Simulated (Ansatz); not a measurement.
Trigonal Te was calculated with PBE-D3(BJ) in Ansatz (plane waves, PAW).

Numerical settings: plane-wave cutoff 520 eV, 12×12×6 k mesh (along the axes of the cell as run), Fermi–Dirac smearing 0.01 eV, scalar-relativistic PAW data made under PBE.

The cell is scaled about its equilibrium volume:

Shape and atoms are relaxed at each volume.

```tsv
V (Å³/atom)	P (GPa)	smallest gap on the k mesh (eV)	c (Å)	a (Å)
30.794	1.58	0.000	5.969	4.227
31.436	0.73	0.000	5.970	4.271
32.077	0.00	0.031	5.968	4.315
32.719	-0.59	0.067	5.968	4.358
33.360	-1.11	0.107	5.967	4.401
```

Measured, for comparison: band gap 0.33 eV (temperature not stated, not corrected to a static lattice, compiled measured gap; kind and temperature not stated; as tabulated in Kothakonda et al. (2022), arXiv:2208.02841).

Note: the bulk modulus comes from volumes at which shape and atoms were relaxed.

Spin–orbit coupling is not included; it can close the smallest gap of 0.03 eV.

Ansatz is an electronic-structure program.
